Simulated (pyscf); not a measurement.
HP=PH + PH₃ -> H₂P–PH–PH₂, gas phase, singlet surface. Single points on ωB97X-D3(BJ)/def2-SVP structures (PySCF, gas phase). Correlated levels are frozen-core, on RHF or UHF. ΔMP2 is the change of the MP2 total energy from the triple- to the quadruple-zeta basis. ΔG in kcal/mol from CCSD(T)/def2-TZVPP + ΔMP2(QZVPP) energies (ideal gas, 1 atm, RRHO with modes under 100 cm⁻¹ raised to 100, one conformer, R ln 2 for chiral ones without a mode under 150 cm⁻¹).

```csv
T (K),ΔG
298,-11.0
600,?
900,+6.8
1200,+15.1
```

Question: Fit a line to the three values, predict ΔG at 600 K, and estimate where the reaction turns unfavourable at 1 atm of each gas.

Answer: Least squares gives ΔG = -19.6 + 29.0 × T/1000 K, so ΔS is about -121 J/(mol K) and ΔH about -19.6 kcal/mol over this range (ΔH at 298 K: -20.3). At 600 K the line gives -2.2; the computed value is -1.8. ΔG = 0 falls near 680 K; 1 kcal/mol in the energy moves that by 34 K. This is thermodynamics alone and says nothing of the barrier. The CCSD(T) − MP2 part came from Ansatz, without density fitting, on the same reference.
